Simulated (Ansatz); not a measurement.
SiH4. Total charge 0; singlet. Geometry PBE0-D4/def2-TZVP, basis def2-TZVP, Ansatz.

Cartesian coordinates in Å:
```
Si 0.000 0.000 0.000
H 0.536 0.200 -1.370
H 0.881 0.682 0.981
H -0.049 -1.452 0.305
H -1.368 0.570 0.084
```

```csv
run,HOMO (eV),LUMO (eV)
A,-8.86,0.71
B,-11.16,1.88
C,-8.52,0.07
D,-9.86,1.07
E,-13.23,3.90
F,-10.09,1.38
```

Task: The runs used BHLYP, HF, LDA (SPW92), PBE0, r2SCAN, r2SCAN0. Estimate which is which.

Result: A r2SCAN (0 % exact exchange); B BHLYP (50 % exact exchange); C LDA (SPW92) (0 % exact exchange); D PBE0 (25 % exact exchange); E HF (100 % exact exchange); F r2SCAN0 (25 % exact exchange). Exact exchange lowers occupied and raises empty levels; among semilocal functionals meta-GGAs tend to open the gap a little, and such runs are hard to tell apart. The gap grows from 8.58 eV (LDA (SPW92)) to 17.13 eV (HF).
